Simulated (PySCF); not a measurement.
Simulated absorption spectrum

Species: furan, C4H4O.
Cartesian coordinates in Å at the PBE0-D3(BJ)/def2-TZVP level; atoms count from 1:
```xyz
9
C4H4O angstrom
C     -0.6282    0.3421    0.7228
C      0.5513    0.8548    0.1029
C      0.9343   -0.0791   -0.7984
O      0.0825   -1.1282   -0.7847
C     -0.8610   -0.8593    0.1450
H     -1.2196    0.8074    1.4949
H      1.0440    1.7925    0.3031
H      1.7534   -0.1438   -1.4950
H     -1.6223   -1.6097    0.2773
```

Level of theory: PySCF, TDDFT CAM-B3LYP/aug-cc-pVTZ, vertical, gas phase, core orbitals frozen in the response. Isolated species at its PBE0-D3(BJ)/def2-TZVP geometry, gas phase.

Each state is given a Gaussian of 0.25 eV full width at half maximum, with ε(max) = 2.175×10⁸ f / Δν̃ (Δν̃ the width in cm⁻¹). The cross-section is σ = 3.8235×10⁻²¹ ε cm², given in Mb (10⁻¹⁸ cm²). The width is an assumption, not a result. The curve ends short of the highest state used, and states not computed would add to its high-energy end.

| E (eV) | σ (Mb) |
| --- | --- |
| 5.54 | 0.00 |
| 5.57 | 0.00 |
| 5.60 | 0.00 |
| 5.63 | 0.00 |
| 5.67 | 0.00 |
| 5.70 | 0.01 |
| 5.73 | 0.02 |
| 5.76 | 0.07 |
| 5.79 | 0.20 |
| 5.82 | 0.49 |
| 5.85 | 1.15 |
| 5.88 | 2.49 |
| 5.91 | 4.96 |
| 5.95 | 10.98 |
| 5.98 | 18.16 |
| 6.01 | 27.72 |
| 6.04 | 39.08 |
| 6.07 | 50.88 |
| 6.10 | 61.21 |
| 6.13 | 68.07 |
| 6.16 | 70.08 |
| 6.20 | 64.95 |
| 6.23 | 56.74 |
| 6.26 | 46.96 |
| 6.29 | 37.61 |
| 6.32 | 30.02 |
| 6.35 | 24.64 |
| 6.38 | 21.10 |
| 6.41 | 18.63 |
| 6.44 | 16.48 |
| 6.48 | 13.30 |
| 6.51 | 10.63 |
| 6.54 | 7.93 |
| 6.57 | 5.50 |
| 6.60 | 3.53 |
| 6.63 | 2.10 |
| 6.66 | 1.15 |
| 6.69 | 0.59 |
| 6.72 | 0.28 |
| 6.76 | 0.12 |
| 6.79 | 0.10 |
| 6.82 | 0.13 |
| 6.85 | 0.23 |
| 6.88 | 0.40 |

Question: Where are the band maxima, and which computed states make them?

Answer: 201 nm (6.16 eV), ε about 18000, made up of S2 (99%) (ε in L mol⁻¹ cm⁻¹; maxima over ε = 5, shares over 10%). At its high-energy end, 6.88 eV, the curve is still rising (ε about 100, from S5, S7 and S8). The states used: S1 5.92 eV (f 0.0000); S2 6.15 eV (f 0.168); S3 6.42 eV (f 0.036); S4 6.62 eV (f 0.0000); S5 7.00 eV (f 0.0005); S6 7.10 eV (f 0.0001); S7 7.11 eV (f 0.0056); S8 7.11 eV (f 0.0012); S9 7.42 eV (f 0.021); S10 7.48 eV (f 0.0000).

Question: Coming from long wavelengths, where does ε first pass 100 L mol⁻¹ cm⁻¹?

Answer: At about 213 nm (5.81 eV), 0.10 eV below S1.

Question: On this curve, what absorbance would a 10⁻⁵ mol/L sample give at 193 nm over a 1 cm path?

Answer: 193 nm is 6.424 eV, where ε is about 4600 L mol⁻¹ cm⁻¹, so A = ε c l ≈ 0.046 (Beer–Lambert, with the gas-phase spectrum and the assumed width).

Question: What would ε be at 6.16 eV, the highest of these maxima, with half the width (0.125 eV)?

Answer: About 36100 L mol⁻¹ cm⁻¹ against 18300, a factor of about 1.97; a lone state at its own centre would give exactly 2.
